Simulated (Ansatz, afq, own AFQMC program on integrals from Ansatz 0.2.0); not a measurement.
## AFQMC, coupled cluster and functionals along a coordinate of AlH3 + N, quartet

```yaml
atoms:
  - { symbol: Al, position_ang: [-1.0569, 0.0000, 0.0000] }
  - { symbol: H, position_ang: [-1.8498, 1.3734, 0.0000] }
  - { symbol: H, position_ang: [-1.8498, -1.3734, 0.0000] }
  - { symbol: H, position_ang: [0.5290, 0.0000, 0.0000] }
  - { symbol: N, position_ang: [2.2641, 0.0000, 0.0000] }
```

A hydrogen atom is moved from one rigid fragment to the other; the Al1–H4 distance tells how far. The two fragments are held close together, so this isn't a minimum-energy path and the start is a compressed complex. Energies in eV count from this geometry (1.586 Å) at the same level; the start stands on UHF, each point on the determinant named.

Basis cc-pVTZ. Only valence electrons are correlated. AFQMC by an in-house program on the Cholesky factors that Ansatz 0.2.0 writes for its CCSD(T) run. The CISD trial takes its coefficients from CCSD amplitudes. Released means that phaseless walkers are propagated on without the constraint, phases kept. ± is one standard error of the sampling.

Cautions, each for one point or more: lower spins were not checked; unrestricted determinant slightly spin contaminated.

```
r(Al1–H4) / Å  det.     T1  weight  ⟨S²⟩  r2SCAN  wB97M-V  CCSD(T)
        1.784   UHF  0.018    0.89  3.79   0.095    0.229    0.273
        1.884   UHF  0.021    0.88  3.81   0.133    0.326    0.396
        1.983   UHF  0.021    0.88  3.83   0.098    0.318    0.408
        2.082   UHF  0.019    0.88  3.81  -0.012    0.196    0.297
        2.281   UHF  0.014    0.89  3.77  -0.168   -0.023    0.067
```

Question: Estimate the curve of CCSDT(Q), counted from the same start.

Answer: 
```csv
r(Al1–H4) / Å,det.,T1,weight,⟨S²⟩,CCSDT(Q),ph-AFQMC/CISD,released AFQMC
1.784,UHF,0.018,0.89,3.79,0.265,0.257 ± 0.007,0.254 ± 0.009
1.884,UHF,0.021,0.88,3.81,0.384,0.389 ± 0.006,0.384 ± 0.008
1.983,UHF,0.021,0.88,3.83,0.395,0.401 ± 0.007,–
2.082,UHF,0.019,0.88,3.81,0.287,0.298 ± 0.006,–
2.281,UHF,0.014,0.89,3.77,0.063,0.066 ± 0.007,0.065 ± 0.010
```

Weight is that of the determinant in the CISD state; at the start T1 is 0.012 and the weight 0.90, and ⟨S²⟩ is 3.76. A dash marks a missing value, a released energy that hasn't settled or a functional that sits on another state. Largest departures from CCSDT(Q), at the points where its series has closed: CCSD(T) 0.013 eV at 1.983 (on UHF), ph-AFQMC/CISD 0.011 eV at 2.082 (on UHF) (within the noise), released AFQMC -0.011 eV at 1.784 (on UHF) (within the noise), r2SCAN -0.299 eV at 2.082, wB97M-V -0.091 eV at 2.082. Functionals count only at points shown to share the start's state and spin.

A walk keeps the symmetry of its determinant, which the program's search chose and which needn't be the lowest solution, so a lower state of the same spin and another symmetry isn't excluded. Released energies are given only where the last usable release times agree within the noise; a slower fall can still hide under it.
